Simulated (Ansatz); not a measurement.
`CN(C)P` + `C#CC#CC` → `CC#CC#CC` + `CNP`  (formal exchange of groups at a C–N bond)

Program: Ansatz. Geometries: PBE0-D4/def2-TZVP. ΔE: electronic, gas phase. CCSD(T)/CBS adds triple-zeta CCSD(T) − MP2 to the extrapolated MP2 energy (def2 sets, frozen cores). DFT in def2-TZVPP. One conformer a species, not always the lowest.

`CN(C)P`:

Z-matrix (Å, degrees):
```
C
N 1 1.447
H 1 1.102 2 113.0
H 1 1.095 2 109.7 3 -120.2
H 1 1.091 2 109.9 3 120.9
C 2 1.443 1 113.5 3 60.6
P 2 1.700 1 115.7 3 -83.3
H 6 1.091 2 110.0 1 170.7
H 6 1.095 2 109.9 1 51.7
H 6 1.102 2 112.6 1 -68.7
H 7 1.421 2 97.8 1 -167.6
H 7 1.438 2 102.7 1 98.5
```

`C#CC#CC`:

Cartesian coordinates in Å:
```
C -0.655 -1.713 -2.587
C -0.405 -1.061 -1.604
C -0.123 -0.325 -0.492
C 0.126 0.327 0.493
C 0.423 1.107 1.673
H -0.875 -2.288 -3.455
H 1.502 1.175 1.833
H -0.024 0.655 2.561
H 0.030 2.123 1.576
```

`CC#CC#CC`:

Cartesian coordinates in Å:
```
C 0.693 -1.864 -2.678
C 0.392 -1.055 -1.518
C 0.141 -0.380 -0.548
C -0.142 0.382 0.547
C -0.393 1.056 1.517
C -0.693 1.863 2.678
H -0.152 -2.510 -2.934
H 1.562 -2.502 -2.496
H 0.912 -1.237 -3.546
H -1.771 1.998 2.794
H -0.237 2.854 2.595
H -0.313 1.394 3.590
```

`CNP`:

Z-matrix (Å, degrees):
```
C
N 1 1.448
H 1 1.093 2 110.0
H 1 1.092 2 109.0 3 117.9
H 1 1.099 2 114.1 3 -121.7
P 2 1.699 1 118.1 3 -159.3
H 2 1.009 1 113.1 3 58.0
H 6 1.420 2 98.4 1 166.7
H 6 1.434 2 104.2 1 -98.4
```

CCSD(T)/CBS gives -42.0 kJ/mol.

**Question.** Another level gave -54.4 kJ/mol. Which?
A. RPA@PBE/def2-TZVPP
B. PBE0/def2-TZVPP
C. B97M-V/def2-TZVPP
D. SCS-MP2/def2-TZVPP

**Answer.** B. PBE0 -54.4, B97M-V -49.1, SCS-MP2/def2-TZVPP -42.5, RPA@PBE/def2-TZVPP -36.4 kJ/mol.

Largest T1 diagnostic among the species: 0.013.

At CCSD(T), def2-SVP lies +4.5 kJ/mol from the extrapolated value and def2-TZVPP +1.3 kJ/mol. The D4 term adds +6.6 kJ/mol with B3LYP and +3.5 kJ/mol with PBE0; it sums over pairs of atoms, weighted by their polarisabilities, and B3LYP, whose exchange is more repulsive, gets the larger term.

B3LYP here is the variant with VWN-RPA as its local correlation; programs differ in this.
